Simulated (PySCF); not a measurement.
Diamond-structure Si, treated with PBE (PySCF, GTH pseudopotentials, Gaussian basis).

The cell has the measured lattice: a = 5.430 Å, b = 5.430 Å, c = 5.430 Å, α = 90.00°, β = 90.00°, γ = 90.00°.

Question: Predict the band gap and smallest direct gap on the k points sampled.

Answer: 
- band gap = 0.57 eV ± 0.02
- smallest direct gap on the k points sampled = 2.56 eV ± 0.02

Note: cell and atoms aren't relaxed at this level.

A ± is a rough bar: the spread of an extrapolation, a floor set from checks against published values, or a statistical error.

The computed numbers hold no vibrational or temperature effects.

The result took very roughly 30 core-minutes.
